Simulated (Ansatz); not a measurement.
# BH₂OSi radical (SMILES [O]B=[SiH2]): single points off equilibrium

A test off equilibrium: a structure displaced at random from a GFN2-xTB minimum is computed at several levels, and each is set against CCSD(T).

The runs use Ansatz 0.2.0, Gaussian basis; single points in def2-TZVPP.

Cores are frozen in the correlated methods. Orbitals are unrestricted. B3LYP uses VWN-RPA correlation.

## 1. Where the work starts

SMILES `[O]B=[SiH2]`, 5 atoms, charge 0, spin multiplicity 2.

Atoms are counted from 1 here; the program's logs count them from 0.

Bond lengths: O1–B2 1.073 Å, B2–Si3 2.125 Å, Si3–H4 1.488 Å, Si3–H5 1.515 Å. Angles: O1–B2–Si3 177.2°, B2–Si3–H4 126.8°, B2–Si3–H5 120.6°, H4–Si3–H5 112.5°.

Geometry (Å):

```xyz
5

O    -0.72270   -0.69860    2.26570
B    -0.44560   -0.40760    1.27080
Si    0.20170    0.16940   -0.66960
H     0.09470   -0.63190   -1.91880
H     0.93040    1.48080   -0.88140
```

## 2. CCSD(T)/def2-TZVPP

File run/in.yaml:

```yaml
crystal:
  periodic: [false, false, false]
  atoms:
    - {symbol: O, position_ang: [-0.722700, -0.698600, 2.265700]}
    - {symbol: B, position_ang: [-0.445600, -0.407600, 1.270800]}
    - {symbol: Si, position_ang: [0.201700, 0.169400, -0.669600]}
    - {symbol: H, position_ang: [0.094700, -0.631900, -1.918800]}
    - {symbol: H, position_ang: [0.930400, 1.480800, -0.881400]}
basis:
  gaussian: {orbitals: def2-TZVPP}
magnetization: {spin_polarized: true, initial_magnetization: 1}
correlation: {method: ccsd_t}
scf: {omitted_lower_state_checks: [cluster_reference]}
output: {forces: true}
```

The command line of these runs was not kept.

## 3. PBE0-D4/def2-TZVPP

run/in.yaml: that of step 2 with these lines changed.

```diff
@@ -11,4 +11,3 @@
 magnetization: {spin_polarized: true, initial_magnetization: 1}
-correlation: {method: ccsd_t}
-scf: {omitted_lower_state_checks: [cluster_reference]}
-output: {forces: true}
+hamiltonian: {xc: pbe0, dispersion: d4}
+output: {forces: true, orbitals: {seedname: orbitals}}
```

## 4. wB97M-V/def2-TZVPP

run/in.yaml: that of step 3 with these lines changed.

```diff
@@ -11,3 +11,3 @@
 magnetization: {spin_polarized: true, initial_magnetization: 1}
-hamiltonian: {xc: pbe0, dispersion: d4}
-output: {forces: true, orbitals: {seedname: orbitals}}
+hamiltonian: {xc: {name: wB97M-V}}
+output: {forces: true}
```

## 5. r2SCAN-D4/def2-TZVPP

run/in.yaml: that of step 4 with these lines changed.

```diff
@@ -11,3 +11,3 @@
 magnetization: {spin_polarized: true, initial_magnetization: 1}
-hamiltonian: {xc: {name: wB97M-V}}
+hamiltonian: {xc: r2scan, dispersion: d4}
 output: {forces: true}
```

## 6. PBE-D4/def2-TZVPP

run/in.yaml: that of step 5 with these lines changed.

```diff
@@ -11,3 +11,3 @@
 magnetization: {spin_polarized: true, initial_magnetization: 1}
-hamiltonian: {xc: r2scan, dispersion: d4}
+hamiltonian: {xc: pbe, dispersion: d4}
 output: {forces: true}
```

## 7. B3LYP-D4/def2-TZVPP

run/in.yaml: that of step 6 with these lines changed.

```diff
@@ -11,3 +11,3 @@
 magnetization: {spin_polarized: true, initial_magnetization: 1}
-hamiltonian: {xc: pbe, dispersion: d4}
+hamiltonian: {xc: {name: B3LYP}, dispersion: d4}
 output: {forces: true}
```

## 8. r2SCANh-D4/def2-TZVPP

run/in.yaml: that of step 7 with these lines changed.

```diff
@@ -11,3 +11,3 @@
 magnetization: {spin_polarized: true, initial_magnetization: 1}
-hamiltonian: {xc: {name: B3LYP}, dispersion: d4}
+hamiltonian: {xc: {name: r2SCANh}, dispersion: d4}
 output: {forces: true}
```

(Steps that only read results are left out.)

Before running it: what results should come out? Wanted: energy less free atoms, CCSD(T)/def2-TZVPP; RMS force component; RMS force error; HOMO and LUMO, PBE0-D4; T1 diagnostic.

As calculated:

| quantity | value |
| --- | --- |
| energy less free atoms, CCSD(T)/def2-TZVPP | -380.6 kcal/mol |
| RMS force component | 6.866 to 7.290 eV/Å over the methods |
| RMS force error | PBE0-D4 0.410, wB97M-V 0.372, r2SCAN-D4 0.261, PBE-D4 0.123, B3LYP-D4 0.426, r2SCANh-D4 0.375 eV/Å |
| HOMO and LUMO, PBE0-D4 | -6.34 and -2.84 eV |
| T1 diagnostic | 0.016 |

Against CCSD(T) the functionals' energies less atoms differ by -25.7 to -15.9 kcal/mol, PBE-D4 by -25.7 kcal/mol. CCSD(T) in triple zeta still lacks some correlation energy of the bonds, so part of these gaps is its own basis error and they don't rank the functionals. On forces the order runs from PBE-D4 to B3LYP-D4. Frozen-core CCSD(T) forces in triple zeta carry basis errors of their own, and this is one geometry, so small gaps rank nothing.
